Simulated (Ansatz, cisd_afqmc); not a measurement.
System: CHN, charge 0, singlet. CHN (formonitrile, SMILES C#N).
B3LYP-D3(BJ)/def2-TZVP minimum from Ansatz (a first-principles code):
```
C
N 1 1.1462
H 1 1.0667 2 180.00
```

Total energies in cc-pVQZ, 10 correlated electrons, 2 frozen orbitals. Open shells are spin-unrestricted; no spin-orbit coupling. Cores are frozen in correlated methods. No relativity. AFQMC is phaseless with a CISD trial state; ± is one standard error, without the phaseless bias. Outlying blocks are dropped, and bars are widened where a walk drifts. Over all cases where full CI ran beside it in this data, AFQMC minus full CI had a median of +0.1 mEh and passed +0.4 mEh in a tenth of the cases.

| method | program | energy (Eh) | minus CCSDT(Q) (mEh) |
|---|---|---|---|
| HF | Ansatz | -92.91529 | 387.14 |
| MP2 | Ansatz | -93.28139 | 21.05 |
| CCSD | Ansatz | -93.28193 | 20.51 |
| CCSD(T) | Ansatz | -93.30107 | 1.36 |
| CCSDT(Q) | Ansatz | -93.30243 | 0.00 |
| AFQMC/CISD | cisd_afqmc | -93.3019 ± 0.0004 | 0.5 ± 0.4 |

Rough core times of Ansatz's runs on a shared machine: CCSD(T) under 20 s, CCSDT(Q) 8 min.
